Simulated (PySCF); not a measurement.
Process, species as SMILES: O (H2O) + H+ → [OH3+]
B3LYP-D3(BJ)/def2-TZVP geometries, fixed; electronic energies without zero-point terms; positive where energy is released.

Effect of the grid level at r2SCAN/aug-cc-pVTZ with PySCF, against the last row, where the proton affinity is 172.36 kcal/mol. Cost is core time over that of grids.level: 3, rough, on shared machines of one kind; a dash marks a row that isn't timed (too short, read off another run, short of memory, by another algorithm or on other hardware).

```tsv
setting	grid points, largest species	largest shift of a total energy (mEh)	shift of the proton affinity (kcal/mol)	cost
grids.level: 0	2952	-21.168	2.370	-
grids.level: 1	12600	-0.047	-0.005	-
grids.level: 2	27328	-0.044	-0.002	0.7×
grids.level: 3	43512	0.008	0.000	1×
grids.level: 4	75384	-0.003	0.000	1×
grids.level: 5	113600	0.001	0.000	2×
grids.level: 7	237240	0.000	0.000	5×
```

Within 0.02 kcal/mol in the proton affinity: grids.level: 1; grids.level: 2; grids.level: 3; grids.level: 4; grids.level: 5. The largest shift is 21.168 mEh in a total energy and 2.370 kcal/mol in the difference.
